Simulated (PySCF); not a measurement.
(Z)-acetaldoxime, C2H5NO.
Atom-mapped SMILES: `[CH3:1]/[CH:2]=[N:3]\[OH:4]` (hydrogens: H5, H6, H7 on C1; H8 on C2; H9 on O4)

The same species was optimised twice, with GFN2-xTB and with PBE0-D3(BJ)/def2-SVP (PySCF), and the same property calculations (PySCF, gas phase) were run on both structures.

| coordinate | GFN2-xTB | PBE0-D3(BJ)/def2-SVP | change |
| --- | --- | --- | --- |
| N3–O4 (Å) | 1.397 | 1.371 | -0.026 |
| C2–H8 (Å) | 1.082 | 1.097 | +0.015 |
| C2=N3 (Å) | 1.260 | 1.274 | +0.014 |
| C1–H7 (Å) | 1.089 | 1.102 | +0.013 |
| C1–H6 (Å) | 1.089 | 1.102 | +0.013 |
| C1–H5 (Å) | 1.087 | 1.096 | +0.009 |
| O4–H9 (Å) | 0.967 | 0.962 | -0.005 |
| C1–C2 (Å) | 1.490 | 1.490 | 0.000 |
| C2–N3–O4 (°) | 117.0 | 113.4 | -3.6 |
| H6–C1–H7 (°) | 108.0 | 106.7 | -1.3 |
| N3–O4–H9 (°) | 103.8 | 102.7 | -1.1 |
| C1–C2–H8 (°) | 118.0 | 119.0 | +1.0 |
| C2–C1–H5 (°) | 110.3 | 111.2 | +0.9 |
| C1–C2–N3 (°) | 128.5 | 127.7 | -0.8 |
| C2–C1–H6 (°) | 109.7 | 110.3 | +0.6 |
| C2–C1–H7 (°) | 109.7 | 110.3 | +0.6 |

Rotational constants: A = 18833, B = 6071, C = 4725 MHz (GFN2-xTB) against A = 18393, B = 6351, C = 4864 MHz (PBE0-D3(BJ)/def2-SVP). Point groups within 0.08 Å: Cs and Cs.

On the GFN2-xTB structure: HOMO (eV) -7.47 [PBE0/pcSseg-1]; LUMO (eV) 0.39 [PBE0/pcSseg-1]; dipole (D) 0.70 [PBE0/pcSseg-1]; GIAO shielding of C1 (ppm) 174.4 [PBE0/pcSseg-1]; GIAO shielding of C2 (ppm) 38.8 [PBE0/pcSseg-1]; GIAO shielding of N3 (ppm) -154.2 [PBE0/pcSseg-1]; GIAO shielding of O4 (ppm) 105.7 [PBE0/pcSseg-1].

Q: What do these properties become on the PBE0-D3(BJ)/def2-SVP structure?

A: 
```tsv
property	level	on GFN2-xTB	on PBE0-D3(BJ)/def2-SVP	change
HOMO (eV)	PBE0/pcSseg-1	-7.47	-7.32	+0.15
LUMO (eV)	PBE0/pcSseg-1	0.39	0.31	-0.08
dipole (D)	PBE0/pcSseg-1	0.70	0.66	-0.04
energy, GFN2-xTB geometry as zero (kcal/mol)	PBE0/pcSseg-1	0.0	-1.0	-1.0
GIAO shielding of C1 (ppm)	PBE0/pcSseg-1	174.4	173.3	-1.1
GIAO shielding of C2 (ppm)	PBE0/pcSseg-1	38.8	35.0	-3.8
GIAO shielding of N3 (ppm)	PBE0/pcSseg-1	-154.2	-148.4	+5.8
GIAO shielding of O4 (ppm)	PBE0/pcSseg-1	105.7	114.6	+8.9
```

The heavy atoms differ by 0.037 Å rms after alignment. Among all bonds N3–O4 changes most (-0.026 Å). Changes are differences of the printed values. Neither structure is proved a minimum here.

The values belong to the conformer `[CH3:1]/[CH:2]=[N:3]\[OH:4]`: H–O4–N3–C2 180°.
